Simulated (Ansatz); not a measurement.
# C3H3F3 (3,3,3-trifluoropropene), step by step

Wanted: a series of 16 runs (HF/STO-3G, UHF/STO-3G, HF/3-21G, UHF/3-21G, HF/6-31G*, B3LYP/6-31G*, PBE/def2-SVP, MP2/6-31G*) of C3H3F3. 

The results are computed with Ansatz 0.2.0.

## 1. The system as given

C3H3F3 has 9 atoms, charge 0, and is taken as a singlet. As SMILES, `C=CC(F)(F)F`. The coordinates come from a PBE0-D4/def2-TZVP relaxation. The run starts from this shape.

Bond lengths: C1–C2 1.320 Å, C2–C3 1.492 Å, C3–F4 1.342 Å, C3–F5 1.342 Å, C3–F6 1.335 Å, C1–H7 1.083 Å, C1–H8 1.083 Å, C2–H9 1.084 Å. Some angles: C1–C2–C3 123.3°, C2–C3–F4 111.0°, C2–C3–F5 111.0°, C2–C3–F6 113.1°, F4–C3–F5 106.7°, F4–C3–F6 107.4°, F5–C3–F6 107.4°, C1–C2–H9 122.6°, C3–C2–H9 114.1°, C2–C1–H7 121.5°.

## 2. A structure relaxation at HF/STO-3G (run 1)

File job.yaml:

```yaml
basis:
  gaussian:
    orbitals: STO-3G
crystal:
  periodic: [false, false, false]
  atoms:
    - {symbol: C, position_ang: [0.185110, -1.279250, 0.558490]}
    - {symbol: C, position_ang: [-0.498610, -0.194110, 0.244670]}
    - {symbol: C, position_ang: [0.092490, 0.961700, -0.490280]}
    - {symbol: F, position_ang: [-0.564360, 1.187930, -1.638800]}
    - {symbol: F, position_ang: [0.002970, 2.088280, 0.233990]}
    - {symbol: F, position_ang: [1.380490, 0.784820, -0.795380]}
    - {symbol: H, position_ang: [1.229760, -1.386130, 0.292520]}
    - {symbol: H, position_ang: [-0.283400, -2.095970, 1.093340]}
    - {symbol: H, position_ang: [-1.544440, -0.067270, 0.501440]}
magnetization:
  spin_polarized: false
  initial_magnetization: 0
hamiltonian:
  xc: hf
relax:
  f_tol: 0.002
output:
  orbitals: {seedname: orbitals}
```

On the command line:

```bash
$ ansatz run job.yaml --threads 1 --pin off --max-ram 3480MiB --events-out events.jsonl --progress --plain --runs-dir runs
```

The log of the run:

```text
Warning: RAYON_NUM_THREADS=1 ignored (pool sized by the plan → 1); use --threads N
The last accepted step is kept in runs//last_step.txt (removed where the run ends without a failure and the disk answers)
[... 56 lines left out ...]
Total energy: -11103.40998244 eV, -408.0427906930 hartree
[... 9 lines left out ...]
Dipole moment:    -0.089082    -0.294751     0.168684 e Å
```

It took 6 s on 1 thread of Arm Neoverse V2, shared host; peak memory 0.089 GiB.

Step by step:

```
step  energy from the first frame kept (eV)  largest force (eV/Å)
   1                                 0.0000                3.0726
   2                                -0.2052                0.4643
   3                                -0.2126                0.0998
   4                                -0.2127                0.0150
   5                                -0.2128                0.0108
   6                                -0.2128                0.0050
   7                                -0.2128                0.0014
```

After the run. Bond lengths: C1–C2 1.307 Å, C2–C3 1.551 Å, C3–F4 1.376 Å, C3–F5 1.376 Å, C3–F6 1.373 Å, C1–H7 1.083 Å, C1–H8 1.083 Å, C2–H9 1.083 Å. Some angles: C1–C2–C3 122.5°, C2–C3–F4 111.1°, C2–C3–F5 111.1°, C2–C3–F6 111.7°, F4–C3–F5 107.3°, F4–C3–F6 107.7°, F5–C3–F6 107.7°, C1–C2–H9 122.7°, C3–C2–H9 114.7°, C2–C1–H7 121.7°.

## 3. The harmonic vibrations at HF/STO-3G (run 2)

File job.yaml:

```yaml
crystal:
  periodic: [false, false, false]
  atoms:
    - {symbol: C, position_ang: [0.172605, -1.285363, 0.565316]}
    - {symbol: C, position_ang: [-0.518442, -0.217858, 0.262097]}
    - {symbol: C, position_ang: [0.095127, 0.984076, -0.501772]}
    - {symbol: F, position_ang: [-0.570476, 1.212016, -1.684247]}
    - {symbol: F, position_ang: [0.013688, 2.138413, 0.242604]}
    - {symbol: F, position_ang: [1.418111, 0.773222, -0.801497]}
    - {symbol: H, position_ang: [1.217082, -1.382518, 0.294984]}
    - {symbol: H, position_ang: [-0.264900, -2.119558, 1.098936]}
    - {symbol: H, position_ang: [-1.562786, -0.102429, 0.523569]}
basis:
  gaussian:
    orbitals: STO-3G
hamiltonian:
  xc: hf
phonons:
  temperatures:
    t_min: 298.15
    t_max: 298.15
    t_step: 1
```

On the command line:

```bash
$ ansatz run job.yaml --threads 1 --pin off --max-ram 3480MiB --events-out events.jsonl --progress --plain --runs-dir runs
```

The log of the run:

```text
Warning: RAYON_NUM_THREADS=1 ignored (pool sized by the plan → 1); use --threads N
[... 295 lines left out ...]
Total energy: -11103.40997217 eV, -408.0427903157 hartree
[... 9 lines left out ...]
Dipole moment:    -0.089083    -0.294751     0.168685 e Å
Vibrations: 59.37 259.83 320.33 428.92 506.15 538.83 648.22 804.64 889.29 1176.48 1186.14 1221.67 1386.15 1498.05 1504.62 1553.41 1687.70 2047.56 3653.08 3730.72 3810.99 cm⁻¹, zero-point energy 1.792325 eV
```

Wall time 25 s (1 thread of Arm Neoverse V2, shared host).

Runs 3 to 10 aren't shown in full; the table further down has their settings and results.

## 4. A structure relaxation at B3LYP/6-31G(d) (Cartesian functions) (run 11)

File in.yaml:

```yaml
crystal:
  periodic: [false, false, false]
  atoms:
    - {symbol: C, position_ang: [0.185110, -1.279250, 0.558490]}
    - {symbol: C, position_ang: [-0.498610, -0.194110, 0.244670]}
    - {symbol: C, position_ang: [0.092490, 0.961700, -0.490280]}
    - {symbol: F, position_ang: [-0.564360, 1.187930, -1.638800]}
    - {symbol: F, position_ang: [0.002970, 2.088280, 0.233990]}
    - {symbol: F, position_ang: [1.380490, 0.784820, -0.795380]}
    - {symbol: H, position_ang: [1.229760, -1.386130, 0.292520]}
    - {symbol: H, position_ang: [-0.283400, -2.095970, 1.093340]}
    - {symbol: H, position_ang: [-1.544440, -0.067270, 0.501440]}
basis:
  gaussian: {orbitals: "6-31G*"}
hamiltonian: {xc: {name: B3LYP}}
relax: {f_tol: 0.002}
output: {orbitals: {seedname: orbitals}}
```

On the command line:

```bash
$ ansatz run in.yaml --threads 1 --pin off --max-ram 3480MiB --events-out events.jsonl --progress --plain --runs-dir runs
```

The log of the run:

```text
Warning: RAYON_NUM_THREADS=1 ignored (pool sized by the plan → 1); use --threads N
[... 1 set-up line as earlier in the session ...]
[... 46 lines left out ...]
Total energy: -11309.76871012 eV, -415.6263340602 hartree
[... 9 lines left out ...]
Dipole moment:    -0.116143    -0.381367     0.218514 e Å
```

Run time: 20 s. Hardware: 1 thread of Arm Neoverse V2, shared host; peak memory 0.19 GiB.

Step by step:

```
step  energy from the first frame kept (eV)  largest force (eV/Å)
   1                                 0.0000                0.6530
   2                                -0.0129                0.2614
   3                                -0.0147                0.0332
   4                                -0.0148                0.0088
   5                                -0.0148                0.0005
```

After the run. Bond lengths: C1–C2 1.329 Å, C2–C3 1.496 Å, C3–F4 1.354 Å, C3–F5 1.354 Å, C3–F6 1.348 Å, C1–H7 1.085 Å, C1–H8 1.086 Å, C2–H9 1.087 Å. Some angles: C1–C2–C3 123.3°, C2–C3–F4 111.0°, C2–C3–F5 111.0°, C2–C3–F6 112.8°, F4–C3–F5 106.7°, F4–C3–F6 107.5°, F5–C3–F6 107.5°, C1–C2–H9 122.6°, C3–C2–H9 114.1°, C2–C1–H7 121.6°.

Runs 12 to 15 aren't shown in full; the table further down has their settings and results.

## 5. Vibrational wavenumbers at MP2/6-31G(d) (Cartesian functions) (run 16)

File molecule.yaml:

```yaml
crystal:
  periodic: [false, false, false]
  atoms:
    - symbol: C
      position_ang: [0.188531, -1.281884, 0.558784]
    - symbol: C
      position_ang: [-0.509065, -0.188165, 0.244963]
    - symbol: C
      position_ang: [0.088928, 0.961668, -0.489113]
    - symbol: F
      position_ang: [-0.568304, 1.191157, -1.652056]
    - symbol: F
      position_ang: [0.005441, 2.100962, 0.240335]
    - symbol: F
      position_ang: [1.391370, 0.771149, -0.792405]
    - symbol: H
      position_ang: [1.233406, -1.384496, 0.290970]
    - symbol: H
      position_ang: [-0.274132, -2.103122, 1.093885]
    - symbol: H
      position_ang: [-1.556165, -0.067268, 0.504627]
basis:
  gaussian:
    orbitals: "6-31G*"
correlation:
  method: mp2
phonons:
  temperatures:
    t_min: 298.15
    t_max: 298.15
    t_step: 1
```

On the command line:

```bash
$ ansatz run molecule.yaml --threads 1 --pin off --max-ram 3480MiB --events-out events.jsonl --progress --plain --runs-dir runs
```

The log of the run:

```text
Warning: RAYON_NUM_THREADS=1 ignored (pool sized by the plan → 1); use --threads N
[... 41 lines left out ...]
6 core orbitals not correlated: weight in the atoms' cores, before any rotation towards them, 1.000 or more for the frozen orbitals, at most 0.000 for the correlated occupied ones
[... 187 lines left out ...]
6 core orbitals not correlated: weight in the atoms' cores, before any rotation towards them, 1.000 or more for the frozen orbitals, at most 0.000 for the correlated occupied ones
[... 187 lines left out ...]
Dipole moment:    -0.124172    -0.402172     0.230968 e Å
[... 1 line left out ...]
Checks for a lower state left out: cluster_reference
```

It took 3.1 min on 1 thread of Arm Neoverse V2, shared host; peak memory 0.21 GiB.

## 6. All runs side by side

```
run                               level         task  walk f tol  partner  energy (Eh)  dipole moment (D)  wall time
  1                           HF/STO-3G     optimise       0.002     base  -408.042791               1.69        6 s
  2                           HF/STO-3G  frequencies           –     base  -408.042790               1.69       25 s
  3                          UHF/STO-3G       energy           –   cation  -407.726795                  –     0.34 s
  4                          UHF/STO-3G     optimise           –   cation  -407.750945                  –      5.1 s
  5                            HF/3-21G     optimise       0.002     base  -411.415440               3.08      5.1 s
  6                            HF/3-21G  frequencies           –     base  -411.415440               3.08       26 s
  7                           UHF/3-21G       energy           –   cation  -411.032525                  –     0.48 s
  8                           UHF/3-21G     optimise           –   cation  -411.046132                  –      6.3 s
  9     HF/6-31G* (Cartesian functions)     optimise       0.002     base  -413.656752               2.50       11 s
 10     HF/6-31G* (Cartesian functions)  frequencies           –     base  -413.656752               2.50       68 s
 11  B3LYP/6-31G* (Cartesian functions)     optimise       0.002     base  -415.626334               2.18       20 s
 12  B3LYP/6-31G* (Cartesian functions)  frequencies           –     base  -415.626334               2.18    2.2 min
 13                        PBE/def2-SVP     optimise       0.002     base  -414.893700               2.08       20 s
 14                        PBE/def2-SVP  frequencies           –     base  -414.893700               2.08       86 s
 15    MP2/6-31G* (Cartesian functions)     optimise       0.002     base  -414.541551               2.31       20 s
 16    MP2/6-31G* (Cartesian functions)  frequencies           –     base  -414.541551               2.31    3.1 min
```

## 7. Outcome

| quantity | value |
| --- | --- |
| run 16, MP2/6-31G*: total energy | -414.54155 Eh |
| run 16, MP2/6-31G*: dipole moment (correlated density) | 2.31 D |
| run 16, MP2/6-31G*: correlation energy (6 core orbitals frozen) | -888.3 mEh |
| run 16, MP2/6-31G*: largest force on an atom | 0.002 eV/Å |
| run 16, MP2/6-31G*: lowest harmonic wavenumber | 90 cm⁻¹ |
| run 16, MP2/6-31G*: highest harmonic wavenumber | 3336 cm⁻¹ |
| run 16, MP2/6-31G*: zero-point energy | 153.8 kJ/mol |
| vertical ionisation energy (to the doublet cation), HF/STO-3G | 8.599 eV |
| vertical ionisation energy (to the doublet cation), HF/3-21G | 10.420 eV |
| adiabatic ionisation energy (to the doublet cation, no zero-point term), HF/STO-3G | 7.942 eV |
| adiabatic ionisation energy (to the doublet cation, no zero-point term), HF/3-21G | 10.049 eV |

What this shows: At HF/STO-3G: removing an electron at fixed nuclei costs 8.60 eV (830 kJ/mol). In a minimal basis such a difference can be off by several eV, whatever the method. At HF/3-21G: the vertical ionisation energy comes to 10.42 eV (240 kcal/mol). At HF/STO-3G: the adiabatic ionisation energy (to the doublet cation, no zero-point term) is 7.94 eV (183 kcal/mol). At HF/3-21G: the adiabatic ionisation energy (to the doublet cation, no zero-point term) is 10.05 eV (970 kJ/mol). Totals of different functionals can't be ranked against each other. In runs 15, 16 the log says that unrestricted orbitals would lower the reference, so the values rest on an unstable closed-shell determinant (other closed-shell runs at this shape may share the fault). In runs 1, 2, 3, 4 the basis is minimal, so the values are rough. All runs together took 10 min, the longest 3.1 min.
